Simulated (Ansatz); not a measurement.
in.yaml

```yaml
crystal:
  periodic: [false, false, false]
  atoms:
    - {symbol: Ge, position_ang: [0.027427, 0.014995, 0.296083]}
    - {symbol: N, position_ang: [-0.137447, -0.117541, -1.555959]}
    - {symbol: H, position_ang: [-0.060827, 1.440765, 0.824856]}
    - {symbol: H, position_ang: [1.280035, -0.800289, 0.805134]}
    - {symbol: H, position_ang: [-1.338530, -0.819423, 0.702251]}
    - {symbol: H, position_ang: [0.052753, 0.731662, -2.048096]}
basis:
  gaussian: {orbitals: cc-pVDZ}
magnetization: {spin_polarized: true, initial_magnetization: 1}
correlation: {method: ccsdt_q, electrons: outside_noble_gas}
```

```sh
$ ansatz run in.yaml --threads 1 --pin off --events-out ev --progress --plain --max-ram 2393MiB
```

Log:

```
1206 factors; integrals over basis functions are off by at most 2.5e-7 eV
mean field evaluation 1: about -58013.3437 eV, gradient 1.8e1 eV
mean field evaluation 2: about -58013.3468 eV, gradient 1.8e1 eV
mean field evaluation 4: about -58016.0196 eV, gradient 2.4e0 eV
mean field evaluation 8: about -58016.1283 eV, gradient 3.1e-3 eV
mean field evaluation 16: about -58016.1219 eV, gradient 2.8e-1 eV
mean field evaluation 32: about -58013.8554 eV, gradient 8.1e0 eV
mean field evaluation 64: about -58014.8026 eV, gradient 2.3e-1 eV
mean field -58016.12826847 eV, -2132.0533891221 hartree, gradient 4.2e-6 eV, S^2 0.760346; 5 other end points of the search recorded, 0 dependent functions left out
determinant -58016.12826847 eV, -2132.0533891221 hartree, with singles and doubles -58023.64139341 eV, -2132.3294913713 hartree
determinant -58014.79938539 eV, -2132.0045535697 hartree, with singles and doubles -58022.31102988 eV, -2132.2806014131 hartree
15 core orbitals not correlated: weight in the atoms' cores, before any rotation towards them, 0.997 or more for the frozen orbitals, at most 0.002 for the correlated occupied ones
reference -58016.12826847 eV, -2132.0533891221 hartree; 7, 6 occupied and 39, 40 virtual orbitals, 1206 factors
second order -6.44410579 eV of doubles, -0.00000000 eV of singles
cycle   1  -7.18641525 eV  change   -7.4e-1 eV  update   7.6e-2
cycle   2  -7.57697161 eV  change   -3.9e-1 eV  update   3.2e-2
cycle   3  -7.70519490 eV  change   -1.3e-1 eV  update   1.8e-2
cycle   4  -7.70153186 eV  change    3.7e-3 eV  update   7.4e-3
cycle   5  -7.70535124 eV  change   -3.8e-3 eV  update   4.4e-3
cycle   6  -7.70819755 eV  change   -2.8e-3 eV  update   2.3e-3
cycle   7  -7.70798586 eV  change    2.1e-4 eV  update   1.2e-3
cycle   8  -7.70849227 eV  change   -5.1e-4 eV  update   5.5e-4
cycle   9  -7.70877780 eV  change   -2.9e-4 eV  update   2.7e-4
cycle  10  -7.70860927 eV  change    1.7e-4 eV  update   1.4e-4
cycle  11  -7.70858955 eV  change    2.0e-5 eV  update   8.4e-5
cycle  12  -7.70860477 eV  change   -1.5e-5 eV  update   4.6e-5
cycle  13  -7.70863680 eV  change   -3.2e-5 eV  update   3.0e-5
cycle  14  -7.70866921 eV  change   -3.2e-5 eV  update   2.2e-5
cycle  15  -7.70867549 eV  change   -6.3e-6 eV  update   1.7e-5
cycle  16  -7.70866462 eV  change    1.1e-5 eV  update   1.3e-5
cycle  17  -7.70865767 eV  change    7.0e-6 eV  update   9.0e-6
cycle  18  -7.70865563 eV  change    2.0e-6 eV  update   5.9e-6
cycle  19  -7.70865780 eV  change   -2.2e-6 eV  update   3.4e-6
cycle  20  -7.70866156 eV  change   -3.8e-6 eV  update   1.9e-6
cycle  21  -7.70866223 eV  change   -6.6e-7 eV  update   1.0e-6
perturbative correction -0.01215409 eV, -0.0004466548 hartree
Total energy: -58023.84908479 eV, -2132.3371238886 hartree
```

Ran on 1 thread of AMD EPYC 7R43, shared host: 2.5 min wall, 0.91 GiB peak host memory.
